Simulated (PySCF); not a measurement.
Compound: CH₈BN.
SMILES: `[BH3-][NH2+]C`

The closed-shell ground state was solved at several levels (PySCF, density fitting, gas phase, non-relativistic). Isolated species at its GFN2-xTB geometry, gas phase.

```
        level  basis functions  total energy (Eh)  HOMO (eV)  LUMO (eV)  gap (eV)  dipole (D)
PBE0/pcSseg-1               91          -122.3427      -7.76       0.51      8.27        5.48
  B3LYP/pcJ-1              161          -122.5405      -7.59       0.17      7.76        5.45
```

(1) Estimate the row for CAM-B3LYP/def2-SVPD, a basis of 124 functions; the other rows only guide the guess.

(2) Over all these levels, which gives the widest orbital gap and which the narrowest?

(3) How far do the dipole and the HOMO energy spread over the levels?

## Answers

(1) Total energy -122.3614 Eh, HOMO -9.27 eV, LUMO 0.64 eV, gap 9.91 eV, dipole 5.25 D.

(2) CAM-B3LYP/def2-SVPD (range-separated hybrid) has the widest, 9.91 eV, and B3LYP/pcJ-1 (global hybrid, 20 % exact exchange) the narrowest, 7.76 eV. Functional and basis both differ between the two, so the spread mixes both effects.

(3) The dipole runs from 5.25 to 5.48 D (mean 5.39 D) and the HOMO from -9.27 to -7.59 eV.
